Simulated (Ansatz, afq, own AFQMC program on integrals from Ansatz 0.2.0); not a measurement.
# BH2⁺, singlet: AFQMC among the cluster methods

```
atom    x (Å)   y (Å)    z (Å)
   B  -0.1098  0.0000   0.0000
   H   0.5891  0.0000  -0.9497
   H   0.5891  0.0000   0.9497
```

Basis cc-pVDZ. Noble-gas cores (and the filled d shells of Ga–Kr and In–Xe) are frozen. AFQMC by an in-house program on the Cholesky factors that Ansatz 0.2.0 writes for its CCSD(T) run. The CISD trial takes its coefficients from CCSD amplitudes. Released means that phaseless walkers are propagated on without the constraint, phases kept. ± is one standard error of the sampling.

Determinant: RHF, the one that the program's search chose, which needn't be the lowest solution. The geometry is a point of a scan.

Full CI on the same integrals is exact in this basis and with this determinant's frozen core.

- T1 diagnostic: 0.0119
- weight of the determinant in the CISD state: 0.953
- size of the correlated space: 4 electrons in 23 orbitals

```csv
level,correlation energy (eV)
MP2,-1.5820
CCSD,-2.1127
CCSD(T),-2.1335
```

**Question.** Estimate where phaseless AFQMC with a CISD trial lies against CCSD(T) on the same integrals.

**Answer.** 5.9 ± 0.9 meV below CCSD(T).

Reference: full CI, correlation energy -2.141 eV. The released energy is read at 2.40 1/Eh (meV from the phaseless value at times in 1/Eh: -1.1 ± 0.8 at 0.24, -1.0 ± 0.7 at 0.51, -0.9 ± 0.5 at 0.99, -1.2 ± 0.5 at 1.62, -1.6 ± 0.6 at 2.40).

```
         level  E − E(reference) (meV)  share of correlation (%)
       CCSD(T)                     7.3                     99.66
         CCSDT                     0.3                     99.99
      CCSDT(Q)                     0.0                    100.00
 ph-AFQMC/CISD               1.3 ± 0.9                     99.94
released AFQMC              -0.3 ± 0.6                    100.01
```

CCSDT and higher add their correlation energy to the determinant of the CCSD(T) run, since their own runs factorise the integrals more tightly (a shift of under 2 meV). A walk keeps the symmetry of its determinant, which the program's search chose and which needn't be the lowest solution, so a lower state of the same spin and another symmetry isn't excluded. Released energies are given only where the last usable release times agree within the noise; a slower fall can still hide under it.
